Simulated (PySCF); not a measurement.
## AlSi⁻: from constants to spectrum

UHF-CCSD(T) constants of AlSi⁻, ³Σ⁻ (triplet), unpaired electrons π ↑↑ (Al aug-cc-pVDZ-DK, Si aug-cc-pVDZ-DK; spin-free X2C with a Gaussian nucleus (PySCF 2.14); masses 26.9815 and 27.9769 u):

| Item | Value |
| --- | --- |
| ωe | 376.9 cm⁻¹ |
| ωexe | 1.79 cm⁻¹ |
| Be | 0.20042 cm⁻¹ |
| αe | 0.00134 cm⁻¹ |
| D (centrifugal) | 2.27e-07 cm⁻¹ |
| De to Al + Si⁻ | 2.05 eV |

Task: Give the vibrational terms G(v) and spacings up to v = 6.

Result: G(v) = ωe(v+½) − ωexe(v+½)².

```tsv
v	G(v) (cm⁻¹)	G(v) − G(v−1)	Bv (cm⁻¹)
0	188.0		0.1997
1	561.3	373.3	0.1984
2	931.1	369.7	0.1971
3	1297.2	366.2	0.1957
4	1659.8	362.6	0.1944
5	2018.8	359.0	0.1930
6	2374.2	355.4	0.1917
```

Task: How well does the Morse estimate ωe²/(4ωexe) reproduce De, and what is D0?

Result: It gives 2.46 eV, 120 % of the computed De. D0 = De − G(0) = 2.05 − 0.02 = 2.03 eV.

Correlated steps freeze 10 core orbitals. Correlated levels converge slowly with the basis: in double zeta they bind strong bonds too weakly, by up to about 1 eV, and carry superposition errors of some tenths. For an ion De counts to the pair picked by the measured ionisation energies or electron affinities, which need not be the lowest pair at this level. The state is the lowest determinant that a PBE0 search found; another state may lie lower at other levels.
